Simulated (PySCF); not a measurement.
Molecule: SMILES O=CC1CC1, C$_{4}$H$_{6}$O.

Atoms are numbered as in `[O:1]=[CH:2][CH:3]1[CH2:4][CH2:5]1` (H(Xn): hydrogen on atom n). Ha(C4), Ha(C5) are cis to C2 on the ring; Hb(C4), Hb(C5) are trans to C2 on the ring.

Geometry PBE0-D3(BJ)/def2-SVP throughout; GIAO in PySCF 2.14, gas phase, one conformer, non-relativistic; equivalent atoms averaged; basis pcSseg-2.

Task: How do the absolute shieldings σ depend on the functional? (ppm; last column core-seconds on shared hosts with different chips, so compare them loosely; the GGAs took longer than the global hybrids here, which isn't the general rule, and the cause wasn't traced)

Result: 
| functional | kind | O1 | C2 | C3 | C4/C5 | H(C2) | H(C3) | Hb(C4)/Hb(C5) | Ha(C4)/Ha(C5) | core-s |
| --- | --- | --- | --- | --- | --- | --- | --- | --- | --- | --- |
| HF | Hartree–Fock | -305.0 | -14.2 | 173.2 | 189.4 | 23.66 | 30.15 | 30.80 | 30.89 | 13 |
| LDA | LDA | -338.2 | -35.9 | 149.4 | 172.7 | 21.71 | 29.07 | 29.72 | 29.73 | 31 |
| PBE | GGA | -315.2 | -27.8 | 151.1 | 171.7 | 22.21 | 29.57 | 30.17 | 30.18 | 37 |
| BLYP | GGA | -314.7 | -32.0 | 146.8 | 167.6 | 22.45 | 29.81 | 30.37 | 30.39 | 37 |
| BP86 | GGA | -310.7 | -27.2 | 150.7 | 171.2 | 22.29 | 29.63 | 30.23 | 30.23 | 37 |
| OPBE | GGA | -289.8 | -15.6 | 157.7 | 175.7 | 22.27 | 29.56 | 30.18 | 30.18 | 39 |
| KT2 | GGA | -274.0 | -12.8 | 157.5 | 176.8 | 22.55 | 29.65 | 30.21 | 30.26 | 64 |
| KT3 | GGA | -267.2 | -11.7 | 157.1 | 174.9 | 22.72 | 29.82 | 30.36 | 30.41 | 40 |
| B97-D | GGA | -286.9 | -21.6 | 152.1 | 171.3 | 22.56 | 29.82 | 30.39 | 30.40 | 38 |
| B3LYP | global hybrid | -321.0 | -29.8 | 152.6 | 172.9 | 22.70 | 29.80 | 30.41 | 30.45 | 24 |
| PBE0 | global hybrid | -321.7 | -24.9 | 158.0 | 177.8 | 22.56 | 29.62 | 30.28 | 30.31 | 24 |
| mPW1PW91 | global hybrid | -321.8 | -25.4 | 157.3 | 177.0 | 22.63 | 29.67 | 30.32 | 30.35 | 24 |
| WP04 | global hybrid | -303.1 | -35.6 | 144.5 | 162.8 | 23.23 | 29.95 | 30.57 | 30.57 | 21 |
| B97-2 | global hybrid | -302.5 | -21.1 | 157.8 | 176.8 | 22.72 | 29.75 | 30.39 | 30.43 | 20 |
| BHandHLYP | global hybrid | -322.0 | -25.4 | 160.6 | 179.8 | 23.06 | 29.85 | 30.51 | 30.58 | 20 |
| CAM-B3LYP | range-separated hybrid | -325.9 | -30.8 | 156.4 | 177.2 | 22.72 | 29.72 | 30.36 | 30.41 | 27 |
| wB97X-D | range-separated hybrid | -323.6 | -26.3 | 158.0 | 177.9 | 22.72 | 29.74 | 30.39 | 30.42 | 26 |
| LC-wPBE | range-separated hybrid | -323.5 | -28.6 | 161.8 | 181.9 | 22.72 | 29.67 | 30.33 | 30.35 | 36 |

Task: Which nucleus moves most, in ppm?

Result: O1 (aldehyde oxygen): from -338.2 ppm with LDA to -267.2 ppm with KT3. The smallest spread is 1.08 ppm, at Hb(C4)/Hb(C5). Proton shifts span only some 12 ppm, so a few tenths of a ppm matter as much there as several ppm in carbon.
